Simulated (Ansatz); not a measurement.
# Worked example: Ge–NH2⁺, singlet against Ge–NH2, doublet

Geometry (PBE0/def2-TZVP stationary point of a doublet), kept for both states (Ge–NH2, doublet: B2; Ge–NH2⁺, singlet: A1):

```yaml
atoms:
  - { symbol: Ge, position_ang: [0.0000, 0.0000, 0.3411] }
  - { symbol: N, position_ang: [0.0000, 0.0000, -1.4753] }
  - { symbol: H, position_ang: [0.0000, 0.8361, -2.0406] }
  - { symbol: H, position_ang: [0.0000, -0.8361, -2.0406] }
```

Basis cc-pVDZ; Ansatz 0.2.0. Only valence electrons are correlated (noble-gas cores and the filled d shells of p-block atoms frozen). R marks a restricted (for open shells ROHF) determinant, U an unrestricted one. No spin–orbit coupling is included, and no scalar relativity.

Full CI isn't at hand for all of this; UCCSDT(Q) serves as the reference, and is uncertain by about the last step of the cluster series.

```
    level  E(Ge–NH2, doublet) (hartree)  E(Ge–NH2⁺, singlet) (hartree)
      UHF                  -2130.938172                   -2130.699772
     UMP2                  -2131.174153                   -2130.933483
 UCCSD(T)                  -2131.204732                   -2130.963315
      PBE                  -2132.521686                   -2132.271699
   r2SCAN                  -2132.859326                   -2132.601729
UCCSDT(Q)                  -2131.206218                   -2130.964912
```

Q: Give the vertical gap, Ge–NH2⁺ singlet less Ge–NH2 doublet, at each level in eV (1 hartree = 27.2114 eV), and each error against UCCSDT(Q).

A: UCCSDT(Q): (-2130.964912 − (-2131.206218)) × 27.2114 = 6.566 eV (the reference)
r2SCAN: (-2132.601729 − (-2132.859326)) × 27.2114 = 7.010 eV, error 0.444 eV
PBE: (-2132.271699 − (-2132.521686)) × 27.2114 = 6.802 eV, error 0.236 eV
UCCSD(T): (-2130.963315 − (-2131.204732)) × 27.2114 = 6.569 eV, error 0.003 eV
UMP2: (-2130.933483 − (-2131.174153)) × 27.2114 = 6.549 eV, error -0.017 eV
UHF: (-2130.699772 − (-2130.938172)) × 27.2114 = 6.487 eV, error -0.079 eV

Total energies of functionals can't be set beside those of wave-function methods, since they hold the core's correlation and their own absolute errors; only the differences compare.

In so small a basis the reference is far from its limit while semilocal and hybrid functionals are nearer theirs, so the functionals' errors here hold much of the reference's basis and frozen-core error, which can add to them or hide them.

Each level lands on the state that its own search finds. T1 diagnostics of restricted CCSD: 0.024 and 0.024.
